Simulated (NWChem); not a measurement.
## Correlation energy of P (+1)

```
P
```
Charge +1, spin multiplicity 3.

Everything below was run with NWChem.

Basis set: 6-311G**. Each correlation energy counts from its own Hartree-Fock reference.

The correlated methods keep 5 core orbitals frozen. The Pople sets run with spherical d functions. The stability of the SCF solutions was not checked. Open-shell Hartree-Fock references start from PBE0 orbitals. Coupled-cluster values serve here as a point of comparison, not as the truth.

**Question.** One of these methods gave a correlation energy of -50.1 mHa. Which?
A. UMP2
B. CCSD on UHF
C. SCS-UMP2
D. CCSD on ROHF

**Answer.** A, UMP2. The others give -53.3 (SCS-UMP2), -69.1 (CCSD on UHF), -73.0 (CCSD on ROHF).
